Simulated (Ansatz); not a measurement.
C2H9O (SMILES [OH3+].CC) (charge +1), closed shell: a trajectory.

The input file, in.yaml:

```yaml
crystal:
  periodic: [false, false, false]
  atoms:
    - {symbol: O, position_ang: [0.142805, -0.201854, -2.169951]}
    - {symbol: H, position_ang: [-0.037815, -0.356341, -1.168201]}
    - {symbol: H, position_ang: [-0.641312, 0.088929, -2.668762]}
    - {symbol: H, position_ang: [0.588796, -0.951140, -2.603567]}
    - {symbol: C, position_ang: [0.201030, 0.811282, 1.452467]}
    - {symbol: C, position_ang: [-0.202746, -0.433358, 0.682811]}
    - {symbol: H, position_ang: [0.989210, 0.575533, 2.167545]}
    - {symbol: H, position_ang: [0.572024, 1.600360, 0.795740]}
    - {symbol: H, position_ang: [-0.648304, 1.208686, 2.008224]}
    - {symbol: H, position_ang: [-1.058338, -0.224202, 0.012427]}
    - {symbol: H, position_ang: [-0.573037, -1.237568, 1.321357]}
    - {symbol: H, position_ang: [0.667788, -0.880425, 0.170010]}
basis:
  gaussian: {orbitals: def2-SVP}
total_charge: 1
hamiltonian: {xc: pbe0, dispersion: d4}
md: {n_steps: 30, timestep: 0.5, temperature: 200, ensemble: nve, seed: 381, initial_velocities: maxwell_boltzmann}
```

Launched with

```bash
ansatz run in.yaml --threads 4 --pin off --events-out ev --progress --plain --max-ram 9574MiB
```

The run's output (Ansatz 0.2.0):

```
Functional definition: PBE0
  name "PBE0"
  cite "Adamo & Barone, J. Chem. Phys. 110, 6158 (1999) doi:10.1063/1.478522"
  cite "Perdew, Burke & Ernzerhof, Phys. Rev. Lett. 77, 3865 (1996) doi:10.1103/PhysRevLett.77.3865"
  parent pbe
  parameter a = 0.25
  parameter kappa = 0.804
  parameter beta = 0.06672455060314922
  exchange = (1 - a)*pbe_x(kappa = kappa, mu = beta*pi^2/3) + a*exact_x
  correlation = pbe_c(beta = beta)
971 factors; integrals over basis functions are off by at most 4.1e-4 eV
mean field evaluation 1: about -4238.2743 eV, gradient 7.9e1 eV
mean field evaluation 2: about -4234.5255 eV, gradient 8.9e1 eV
mean field evaluation 4: about -4251.6713 eV, gradient 2.1e0 eV
mean field evaluation 8: about -4251.6764 eV, gradient 3.6e-2 eV
mean field -4251.67642293 eV, -156.2462266527 hartree, gradient 3.8e-5 eV, S^2 0.000000; 0 other end points of the search recorded, 0 dependent functions left out
the calculation of the forces begins
reference -4251.67644814 eV, -156.2462275794 hartree; 14, 14 occupied and 73, 73 virtual orbitals, 971 factors
md step     0: t =     0.00 fs  T =   200.0 K  F+E_penalty+E_count = -4251.76077587 eV  E_kin = 0.258520 eV  conserved = -4251.50225587 eV  (22 SCF iters)
md step     1: t =     0.50 fs  T =   191.6 K  F+E_penalty+E_count = -4251.74967680 eV  E_kin = 0.247701 eV  conserved = -4251.50197587 eV  (22 SCF iters)
md step     2: t =     1.00 fs  T =   171.4 K  F+E_penalty+E_count = -4251.72290237 eV  E_kin = 0.221556 eV  conserved = -4251.50134635 eV  (22 SCF iters)
md step     3: t =     1.50 fs  T =   146.6 K  F+E_penalty+E_count = -4251.69013837 eV  E_kin = 0.189495 eV  conserved = -4251.50064364 eV  (22 SCF iters)
md step     4: t =     2.00 fs  T =   125.3 K  F+E_penalty+E_count = -4251.66219826 eV  E_kin = 0.162024 eV  conserved = -4251.50017406 eV  (22 SCF iters)
md step     5: t =     2.50 fs  T =   113.1 K  F+E_penalty+E_count = -4251.64635890 eV  E_kin = 0.146250 eV  conserved = -4251.50010867 eV  (22 SCF iters)
md step     6: t =     3.00 fs  T =   110.9 K  F+E_penalty+E_count = -4251.64372630 eV  E_kin = 0.143323 eV  conserved = -4251.50040312 eV  (22 SCF iters)
md step     7: t =     3.50 fs  T =   115.3 K  F+E_penalty+E_count = -4251.64983560 eV  E_kin = 0.148980 eV  conserved = -4251.50085571 eV  (23 SCF iters)
md step     8: t =     4.00 fs  T =   121.0 K  F+E_penalty+E_count = -4251.65766359 eV  E_kin = 0.156419 eV  conserved = -4251.50124458 eV  (22 SCF iters)
md step     9: t =     4.50 fs  T =   123.5 K  F+E_penalty+E_count = -4251.66103634 eV  E_kin = 0.159600 eV  conserved = -4251.50143679 eV  (23 SCF iters)
md step    10: t =     5.00 fs  T =   120.2 K  F+E_penalty+E_count = -4251.65677006 eV  E_kin = 0.155358 eV  conserved = -4251.50141232 eV  (23 SCF iters)
md step    11: t =     5.50 fs  T =   111.3 K  F+E_penalty+E_count = -4251.64510181 eV  E_kin = 0.143877 eV  conserved = -4251.50122451 eV  (22 SCF iters)
md step    12: t =     6.00 fs  T =    99.0 K  F+E_penalty+E_count = -4251.62893479 eV  E_kin = 0.127985 eV  conserved = -4251.50094953 eV  (22 SCF iters)
md step    13: t =     6.50 fs  T =    86.6 K  F+E_penalty+E_count = -4251.61264325 eV  E_kin = 0.111983 eV  conserved = -4251.50065984 eV  (22 SCF iters)
md step    14: t =     7.00 fs  T =    77.7 K  F+E_penalty+E_count = -4251.60087177 eV  E_kin = 0.100449 eV  conserved = -4251.50042313 eV  (22 SCF iters)
md step    15: t =     7.50 fs  T =    75.1 K  F+E_penalty+E_count = -4251.59739983 eV  E_kin = 0.097093 eV  conserved = -4251.50030634 eV  (23 SCF iters)
md step    16: t =     8.00 fs  T =    80.2 K  F+E_penalty+E_count = -4251.60406673 eV  E_kin = 0.103705 eV  conserved = -4251.50036173 eV  (23 SCF iters)
md step    17: t =     8.50 fs  T =    92.4 K  F+E_penalty+E_count = -4251.61998845 eV  E_kin = 0.119393 eV  conserved = -4251.50059527 eV  (23 SCF iters)
md step    18: t =     9.00 fs  T =   108.8 K  F+E_penalty+E_count = -4251.64152639 eV  E_kin = 0.140583 eV  conserved = -4251.50094328 eV  (22 SCF iters)
md step    19: t =     9.50 fs  T =   125.3 K  F+E_penalty+E_count = -4251.66330542 eV  E_kin = 0.162015 eV  conserved = -4251.50129089 eV  (23 SCF iters)
md step    20: t =    10.00 fs  T =   138.1 K  F+E_penalty+E_count = -4251.67997743 eV  E_kin = 0.178449 eV  conserved = -4251.50152810 eV  (22 SCF iters)
md step    21: t =    10.50 fs  T =   144.1 K  F+E_penalty+E_count = -4251.68789880 eV  E_kin = 0.186299 eV  conserved = -4251.50160028 eV  (22 SCF iters)
md step    22: t =    11.00 fs  T =   142.7 K  F+E_penalty+E_count = -4251.68598642 eV  E_kin = 0.184473 eV  conserved = -4251.50151303 eV  (22 SCF iters)
md step    23: t =    11.50 fs  T =   134.9 K  F+E_penalty+E_count = -4251.67565527 eV  E_kin = 0.174350 eV  conserved = -4251.50130529 eV  (22 SCF iters)
md step    24: t =    12.00 fs  T =   123.1 K  F+E_penalty+E_count = -4251.66020597 eV  E_kin = 0.159174 eV  conserved = -4251.50103179 eV  (22 SCF iters)
md step    25: t =    12.50 fs  T =   110.8 K  F+E_penalty+E_count = -4251.64393511 eV  E_kin = 0.143171 eV  conserved = -4251.50076456 eV  (22 SCF iters)
md step    26: t =    13.00 fs  T =   100.9 K  F+E_penalty+E_count = -4251.63099985 eV  E_kin = 0.130417 eV  conserved = -4251.50058260 eV  (22 SCF iters)
md step    27: t =    13.50 fs  T =    95.7 K  F+E_penalty+E_count = -4251.62421512 eV  E_kin = 0.123678 eV  conserved = -4251.50053762 eV  (23 SCF iters)
md step    28: t =    14.00 fs  T =    95.7 K  F+E_penalty+E_count = -4251.62427195 eV  E_kin = 0.123646 eV  conserved = -4251.50062589 eV  (23 SCF iters)
md step    29: t =    14.50 fs  T =    99.8 K  F+E_penalty+E_count = -4251.62977181 eV  E_kin = 0.128974 eV  conserved = -4251.50079761 eV  (22 SCF iters)
md step    30: t =    15.00 fs  T =   106.0 K  F+E_penalty+E_count = -4251.63795899 eV  E_kin = 0.136967 eV  conserved = -4251.50099184 eV  (24 SCF iters)
Total energy: -4251.63798443 eV, -156.2448140642 hartree
Atom 0 at     0.131123    -0.213562    -2.164190 Å, force    -0.216835    -0.345818    -0.701939 eV/Å
Atom 1 at     0.002287    -0.448077    -1.175902 Å, force    -0.019108     0.241416     0.362050 eV/Å
Atom 2 at    -0.743210    -0.072659    -2.624448 Å, force     0.974540    -0.312200     0.167966 eV/Å
Atom 3 at     0.754528    -0.852440    -2.604683 Å, force    -0.743842     0.560460     0.064901 eV/Å
Atom 4 at     0.204504     0.805321     1.475805 Å, force     0.333644    -0.316101     0.834757 eV/Å
Atom 5 at    -0.210399    -0.399504     0.653304 Å, force    -0.688731    -0.557229    -0.066840 eV/Å
Atom 6 at     0.927831     0.494553     2.276221 Å, force    -0.502773     0.235967    -0.510263 eV/Å
Atom 7 at     0.713177     1.555083     0.859366 Å, force    -0.034994     0.136978    -0.079751 eV/Å
Atom 8 at    -0.660988     1.282181     1.967060 Å, force     0.143847    -0.104221    -0.061874 eV/Å
Atom 9 at    -1.117293    -0.170772     0.013990 Å, force     0.632100    -0.259072     0.362369 eV/Å
Atom 10 at    -0.450895    -1.343817     1.202185 Å, force    -0.246279     0.745951     0.090926 eV/Å
Atom 11 at     0.668794    -0.766748     0.103045 Å, force     0.368431    -0.026133    -0.462302 eV/Å
Dipole moment:    -0.089708    -0.500115    -1.431319 e Å

[the SCF lines of later steps are left out]
```

The lines “mean field evaluation” count trial sets of orbitals through the whole run, from several starts and some on an approximate energy, so they need not fall steadily or lie above the final value.

Hardware: 4 CPU threads of an Intel Xeon Platinum 8259CL, shared host. Wall time about 27 s.
